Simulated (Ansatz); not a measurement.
**S2F2 (Thio-thionyl fluoride) at 6 levels**

Aim: a comparison of 6 runs (UHF/STO-3G, BLYP/STO-3G, CAM-B3LYP/STO-3G, r2SCAN0/STO-3G, UMP2/STO-3G, CCSDT/STO-3G) of S2F2 (Thio-thionyl fluoride). 

Program for the calculation: Ansatz 0.2.0.

55 further runs of the same task are left out: 15 that didn't finish, 40 set aside as unsound or not needed.

### 1 The molecule

The species is S2F2 (4 atoms), meant as a singlet with charge 0. As SMILES, `FS(F)=S`. The S4–S2 distance was set to 2.323 Å, away from the relaxed value.

Bond lengths: F1–S2 1.606 Å, S2–F3 1.606 Å, S2–S4 2.323 Å. Angles: F1–S2–F3 92.0°, F1–S2–S4 107.9°, F3–S2–S4 107.9°.

### 2 The energy at UHF/STO-3G (run 1)

in.yaml

```yaml
crystal:
  periodic: [false, false, false]
  atoms:
    - {symbol: F, position_ang: [0.756586, 0.030328, 1.547650]}
    - {symbol: S, position_ang: [-0.459234, -0.396532, 0.589330]}
    - {symbol: F, position_ang: [0.335116, -1.688902, 0.062410]}
    - {symbol: S, position_ang: [-0.567510, 1.135710, -1.153590]}
basis:
  gaussian: {orbitals: STO-3G}
magnetization: {spin_polarized: true}
accuracy: high
hamiltonian: {xc: hf}
```

On the command line:

```sh
$ ansatz run in.yaml --threads 1 --pin off --max-ram 3480MiB --events-out events.jsonl --progress --plain --runs-dir runs
```

Log:

```text
Warning: RAYON_NUM_THREADS=1 ignored (pool sized by the plan → 1); use --threads N
Functional definition: HF
  name "HF"
  exchange = exact_x
  correlation = 0
522 factors; integrals over basis functions are off by at most 2.7e-8 eV
mean field evaluation 1: about -26717.6908 eV, gradient 3.0e1 eV
mean field evaluation 2: about -26717.8051 eV, gradient 3.0e1 eV
mean field evaluation 4: about -26727.7365 eV, gradient 4.4e0 eV
mean field evaluation 8: about -26728.2236 eV, gradient 6.8e-2 eV
mean field evaluation 16: about -26728.2835 eV, gradient 4.9e-2 eV
mean field evaluation 32: about -26728.2704 eV, gradient 1.9e-1 eV
mean field evaluation 64: about -26728.2754 eV, gradient 2.2e-2 eV
mean field evaluation 96: about -26728.2433 eV, gradient 6.4e-1 eV
mean field evaluation 128: about -26721.5365 eV, gradient 1.7e1 eV
mean field evaluation 160: about -26720.5642 eV, gradient 4.0e0 eV
mean field evaluation 192: about -26728.2239 eV, gradient 1.7e-7 eV
mean field -26728.28366776 eV, -982.2463077088 hartree, gradient 6.3e-9 eV, S^2 0.348762; 5 other end points of the search recorded, 0 dependent functions left out
reference -26728.28366776 eV, -982.2463077088 hartree; 25, 25 occupied and 3, 3 virtual orbitals, 522 factors
Total energy: -26728.28366776 eV, -982.2463077088 hartree
```

It took 1.9 s on 1 thread of Arm Neoverse V1, shared host.

### 3 A single-point energy at BLYP/STO-3G (run 2)

molecule.yaml

```yaml
crystal:
  periodic: [false, false, false]
  atoms:
    - {symbol: F, position_ang: [0.756586, 0.030328, 1.547650]}
    - {symbol: S, position_ang: [-0.459234, -0.396532, 0.589330]}
    - {symbol: F, position_ang: [0.335116, -1.688902, 0.062410]}
    - {symbol: S, position_ang: [-0.567510, 1.135710, -1.153590]}
basis:
  gaussian:
    orbitals: STO-3G
hamiltonian:
  xc: {name: BLYP}
accuracy: high
```

On the command line:

```sh
$ ansatz run molecule.yaml --threads 1 --pin off --max-ram 3480MiB --events-out events.jsonl --progress --plain --runs-dir runs
```

Log:

```text
Warning: RAYON_NUM_THREADS=1 ignored (pool sized by the plan → 1); use --threads N
Functional definition: BLYP
  name "BLYP"
  parameter beta = 0.0042
  parameter a = 0.04918
  parameter b = 0.132
  parameter c = 0.2533
  parameter d = 0.349
  exchange = b88_x(beta = beta)
  correlation = lyp_c(a = a, b = b, c = c, d = d)
522 factors; integrals over basis functions are off by at most 2.7e-8 eV
mean field evaluation 1: about -26767.3401 eV, gradient 4.2e1 eV
mean field evaluation 2: about -26630.6159 eV, gradient 6.7e1 eV
mean field evaluation 4: about -26754.2967 eV, gradient 5.1e1 eV
mean field evaluation 8: about -26776.9647 eV, gradient 1.1e-1 eV
mean field -26776.96477939 eV, -984.0353055639 hartree, gradient 3.8e-8 eV, S^2 0.000000; 0 other end points of the search recorded, 0 dependent functions left out
reference -26776.96480972 eV, -984.0353066785 hartree; 25, 25 occupied and 3, 3 virtual orbitals, 522 factors
Total energy: -26776.96480972 eV, -984.0353066785 hartree
```

It took 1.7 s on 1 thread of Arm Neoverse V1, shared host; peak memory 0.1 GiB.

Runs 3 to 5 aren't shown in full; the table further down has their settings and results.

### 4 A single-point energy at CCSDT/STO-3G (run 6)

input.yaml

```yaml
crystal:
  periodic: [false, false, false]
  atoms:
    - {symbol: F, position_ang: [0.756586, 0.030328, 1.547650]}
    - {symbol: S, position_ang: [-0.459234, -0.396532, 0.589330]}
    - {symbol: F, position_ang: [0.335116, -1.688902, 0.062410]}
    - {symbol: S, position_ang: [-0.567510, 1.135710, -1.153590]}
basis:
  gaussian: {orbitals: STO-3G}
correlation: {method: ccsdt, frozen_orbitals: {F: 1, S: 5}}
accuracy: high
scf: {omitted_lower_state_checks: [cluster_reference, increment]}
```

On the command line:

```sh
$ ansatz run input.yaml --threads 1 --pin off --max-ram 3480MiB --events-out events.jsonl --progress --plain --runs-dir runs
```

Log:

```text
Warning: RAYON_NUM_THREADS=1 ignored (pool sized by the plan → 1); use --threads N
[... 13 lines left out ...]
12 core orbitals not correlated: weight in the atoms' cores, before any rotation towards them, 1.000 or more for the frozen orbitals, at most 0.000 for the correlated occupied ones
[... 39 lines left out ...]
Total energy: -26731.26735679 eV, -982.3559562582 hartree
Checks for a lower state left out: cluster_reference, increment
```

Wall time 0.8 s (1 thread of Arm Neoverse V1, shared host).

### 5 Overview of the runs

```tsv
run	level	frozen core orbitals	energy (Eh)	wall time
1	UHF/STO-3G	–	-982.246308	1.9 s
2	BLYP/STO-3G	–	-984.035307	1.7 s
3	CAM-B3LYP/STO-3G	–	-984.050790	1.9 s
4	r2SCAN0/STO-3G	–	-984.082323	4.5 s
5	UMP2/STO-3G	12	-982.316284	2.5 s
6	CCSDT/STO-3G	12	-982.355956	0.8 s
```

### 6 Results

| quantity | value |
| --- | --- |
| run 6: total energy | -982.35596 Eh |
| run 6: correlation energy (12 core orbitals frozen) | -111.8 mEh |
| run 6: T1 diagnostic | 0.021 |

What this shows: Below the UHF energy at the same shape and in the same basis (STO-3G): UMP2 -70.0 mEh; CCSDT -109.6 mEh. Some of these start from another determinant than that one, so these aren't their correlation energies. Totals of different functionals can't be ranked against each other. In run 6 the log says that unrestricted orbitals would lower the reference, so the values rest on an unstable closed-shell determinant (other closed-shell runs at this shape may share the fault). In runs 1, 2, 3, 4, 5, 6 the basis is minimal, so the values are rough. Spin contamination of the reference: run 1 ⟨S²⟩ = 0.35, run 5 ⟨S²⟩ = 0.35. All runs together took 13 s, the longest 4.5 s.
